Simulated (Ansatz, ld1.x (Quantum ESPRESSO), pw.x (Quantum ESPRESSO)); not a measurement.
Tl (Z = 81) (diamond): variants of one PAW potential in the solid

* Element: Tl
* Generator: ld1.x (Quantum ESPRESSO) 7.5
* Type: PAW
* Functional: LDA (PW92)
* Relativity: scalar-relativistic
* Frozen core: [Xe] 4f14
* Valence charge: 13
* Reference configuration: 5d10 6s2 6p0 (charge +1)
* Partial waves: 6s (bound): rcut 1.80, rcutus 2.35 bohr; 6s channel at 2.65 Ry: rcut 1.80, rcutus 2.35 bohr; 6p (bound, empty): rcut 2.00, rcutus 2.50 bohr; 6p channel at -0.3 Ry: rcut 2.00, rcutus 2.50 bohr; 5d (bound): rcut 2.10, rcutus 2.35 bohr; 5d channel at 0.9 Ry: rcut 2.10, rcutus 2.35 bohr
* Local potential: all-electron potential smoothed inside 2.45 bohr (lloc = -2)
* Core correction: Bessel-smoothed model core inside 1.10 bohr
* Augmentation charge: GAUSS, radius 1.70 bohr

Crystal test: diamond Tl in pw.x 7.5, no spin, 8³ k-points, Fermi–Dirac smearing 0.01 Ry, cutoffs set for each file from its atomic test. The reference is all-electron LAPW (Ansatz 0.2.0) with the same functional, mesh and smearing; V0 and B0 come from Birch–Murnaghan fits to the pressures at five volumes. Errors are pseudo minus all-electron; Δ is the rms difference of the E(V) curves that follow from these fits, minima aligned, over ±6 % about the mean V0. Mesh and smearing are coarse, so the numbers serve the comparison and aren't converged zero-temperature values; the lattice is a test structure that the element need not adopt.

All-electron: a0 = 6.758 Å (V0 = 38.58 Å³/atom), B0 = 23.2 GPa.

3 further variants are left out: they gave no file fit for a test, a broken result, the same result as the base, or pressures whose basis-set error rivals the error shown.

```tsv
change	cutoffs (Ry)	pw.x	a0 (Å)	a0 error (%)	B0 error (%)	Δ (meV/atom)	mean pressure error (GPa)
base	45/360	converged	6.782	+0.35	+1.0	2.1	+0.26
core correction Bessel-smoothed model core inside 1.66 bohr	45/360	converged	6.782	+0.35	+1.1	2.1	+0.26
```

(1) Give the row for: waves 5d (bound): rcut 2.10, rcutus 3.32 bohr; 5d channel at 0.9 Ry: rcut 2.10, rcutus 3.32 bohr.

## Answers

(1) pw.x: converged; mean pressure error (GPa): -0.69; a0 (Å): 6.685; a0 error (%): -1.07; B0 error (%): +2.9; Δ (meV/atom): 6.2.
